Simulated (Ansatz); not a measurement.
The input, for Ansatz 0.2.0:

```yaml
crystal:
  periodic: [false, false, false]
  atoms:
    - {symbol: Ge, position_ang: [-0.060841, -0.000045, 1.221717]}
    - {symbol: As, position_ang: [0.066843, 0.000240, -1.195312]}
    - {symbol: H, position_ang: [0.677902, 1.250767, 1.760825]}
    - {symbol: H, position_ang: [0.674814, -1.253239, 1.759897]}
    - {symbol: H, position_ang: [-0.961710, -1.108698, -1.358010]}
    - {symbol: H, position_ang: [-0.974884, 1.096560, -1.359962]}
basis:
  gaussian: {orbitals: cc-pVDZ}
total_charge: 1
magnetization: {spin_polarized: false}
correlation: {method: bccd, electrons: outside_noble_gas}
accuracy: high
scf: {lower_state_search: light}
output: {forces: true}
```

```sh
$ ansatz run in.yaml --threads 1 --pin off --events-out ev --progress --plain --max-ram 2393MiB
```

Output:

```
1641 factors; integrals over basis functions are off by at most 4.5e-9 eV
mean field evaluation 1: about -117321.4685 eV, gradient 1.4e1 eV
mean field evaluation 2: about -117321.4797 eV, gradient 1.4e1 eV
mean field evaluation 4: about -117322.4157 eV, gradient 1.8e0 eV
mean field evaluation 8: about -117322.4452 eV, gradient 5.5e-2 eV
mean field evaluation 16: about -117322.2763 eV, gradient 5.8e0 eV
mean field -117322.44519911 eV, -4311.5203370578 hartree, gradient 2.3e-8 eV, S^2 0.000000; 0 other end points of the search recorded, 0 dependent functions left out; unrestricted orbitals would lower it
28 core orbitals not correlated: weight in the atoms' cores, before any rotation towards them, 1.000 or more for the frozen orbitals, at most 0.000 for the correlated occupied ones
reference -117322.44519911 eV, -4311.5203370578 hartree; 6, 6 occupied and 40, 40 virtual orbitals, 1641 factors
second order -5.29376200 eV of doubles, -0.00000000 eV of singles
cycle   1  -6.10131244 eV  change   -8.1e-1 eV  update   8.6e-2
cycle   2  -6.40280544 eV  change   -3.0e-1 eV  update   3.4e-2
cycle   3  -6.45717985 eV  change   -5.4e-2 eV  update   2.1e-2
cycle   4  -6.44721173 eV  change    1.0e-2 eV  update   9.7e-3
cycle   5  -6.44139196 eV  change    5.8e-3 eV  update   4.9e-3
cycle   6  -6.43935715 eV  change    2.0e-3 eV  update   1.9e-3
cycle   7  -6.43925604 eV  change    1.0e-4 eV  update   4.8e-4
cycle   8  -6.43944634 eV  change   -1.9e-4 eV  update   1.7e-4
cycle   9  -6.43943895 eV  change    7.4e-6 eV  update   5.0e-5
cycle  10  -6.43941959 eV  change    1.9e-5 eV  update   1.4e-5
cycle  11  -6.43942450 eV  change   -4.9e-6 eV  update   4.4e-6
cycle  12  -6.43942348 eV  change    1.0e-6 eV  update   1.6e-6
cycle  13  -6.43942451 eV  change   -1.0e-6 eV  update   6.0e-7
cycle  14  -6.43942435 eV  change    1.6e-7 eV  update   2.2e-7
cycle  15  -6.43942424 eV  change    1.1e-7 eV  update   8.4e-8
cycle  16  -6.43942422 eV  change    1.9e-8 eV  update   5.1e-8
cycle  17  -6.43942424 eV  change   -1.5e-8 eV  update   3.2e-8
cycle  18  -6.43942429 eV  change   -4.9e-8 eV  update   1.1e-7
cycle  19  -6.43942430 eV  change   -1.0e-8 eV  update   3.8e-8
cycle  20  -6.43942429 eV  change    7.5e-9 eV  update   1.7e-8
cycle  21  -6.43942429 eV  change  -8.7e-10 eV  update   4.3e-9
cycle  22  -6.43942430 eV  change   -3.7e-9 eV  update   1.6e-9
cycle  23  -6.43942430 eV  change   -1.3e-9 eV  update  9.1e-10
the calculation of the forces begins
Total energy: -117328.88462341 eV, -4311.7569815360 hartree
Atom 0 at    -0.060841    -0.000045     1.221717 Å, force     2.131052    -0.003667    -0.878791 eV/Å
Atom 1 at     0.066843     0.000240    -1.195312 Å, force    -1.177055    -0.003848     0.589703 eV/Å
Atom 2 at     0.677902     1.250767     1.760825 Å, force    -0.657872     0.113307     0.425363 eV/Å
Atom 3 at     0.674814    -1.253239     1.759897 Å, force    -0.656018    -0.108991     0.423144 eV/Å
Atom 4 at    -0.961710    -1.108698    -1.358010 Å, force     0.179329    -0.152365    -0.278742 eV/Å
Atom 5 at    -0.974884     1.096560    -1.359962 Å, force     0.180564     0.155565    -0.280678 eV/Å
Dipole moment:    -0.222296    -0.000169     0.325062 e Å
```

Forces (eV/Å):
```
Ge   2.131 -0.004 -0.879
As  -1.177 -0.004  0.590
H   -0.658  0.113  0.425
H   -0.656 -0.109  0.423
H    0.179 -0.152 -0.279
H    0.181  0.156 -0.281
```

Ran on 1 thread of Intel Xeon, shared host: 41 s wall, 0.34 GiB peak host memory.
